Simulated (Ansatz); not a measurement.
Input file:

```yaml
crystal:
  periodic: [false, false, false]
  atoms:
    - {symbol: Sb, position_ang: [0.000000, -0.023094, 0.000000]}
    - {symbol: H, position_ang: [0.000000, 1.394876, -0.920840]}
    - {symbol: H, position_ang: [0.000000, 1.394876, 0.920840]}
basis:
  gaussian: {orbitals: def2-SVP}
total_charge: 1
magnetization: {spin_polarized: true, initial_magnetization: 2}
correlation: {method: ccsd_t, electrons: outside_noble_gas}
scf: {lower_state_search: off}
```

```sh
$ ansatz run in.yaml --threads 1 --pin off --events-out ev --progress --plain --max-ram 2393MiB
```

Q: Roughly how long does this take on 1 thread of Arm Neoverse V1, shared host, and how much host memory?

A: 0.54 s wall and 0.15 GiB.

```
these checks for a lower state are left out or cut short: stability, starts, cluster_reference, orbital_swaps, neighbouring_geometries, increment
436 factors; integrals over basis functions are off by at most 1.4e-3 eV
mean field evaluation 1: about -6530.2916 eV, gradient 7.0e0 eV
mean field evaluation 2: about -6530.3348 eV, gradient 6.9e0 eV
mean field evaluation 4: about -6530.8273 eV, gradient 8.0e-1 eV
mean field evaluation 8: about -6530.8402 eV, gradient 5.1e-3 eV
mean field -6530.84016786 eV, -240.0039494066 hartree, gradient 1.5e-6 eV, S^2 2.007838; 0 other end points of the search recorded, 0 dependent functions left out
9 core orbitals not correlated: weight in the atoms' cores, before any rotation towards them, 0.999 or more for the frozen orbitals, at most 0.000 for the correlated occupied ones
reference -6530.84016786 eV, -240.0039494066 hartree; 4, 2 occupied and 23, 25 virtual orbitals, 436 factors
second order -1.92914361 eV of doubles, -0.00000000 eV of singles
cycle   1  -2.33543697 eV  change   -4.1e-1 eV  update   6.0e-2
cycle   2  -2.54385663 eV  change   -2.1e-1 eV  update   2.8e-2
cycle   3  -2.55809539 eV  change   -1.4e-2 eV  update   8.3e-3
cycle   4  -2.56037096 eV  change   -2.3e-3 eV  update   2.9e-3
cycle   5  -2.55980934 eV  change    5.6e-4 eV  update   1.1e-3
cycle   6  -2.56025070 eV  change   -4.4e-4 eV  update   3.2e-4
cycle   7  -2.56037384 eV  change   -1.2e-4 eV  update   1.0e-4
cycle   8  -2.56031986 eV  change    5.4e-5 eV  update   4.5e-5
cycle   9  -2.56032979 eV  change   -9.9e-6 eV  update   2.2e-5
cycle  10  -2.56032935 eV  change    4.3e-7 eV  update   7.1e-6
perturbative correction -0.06446200 eV, -0.0023689347 hartree
Total energy: -6533.46495921 eV, -240.1004087095 hartree
Checks for a lower state left out: stability, starts, cluster_reference, orbital_swaps, neighbouring_geometries, increment
```
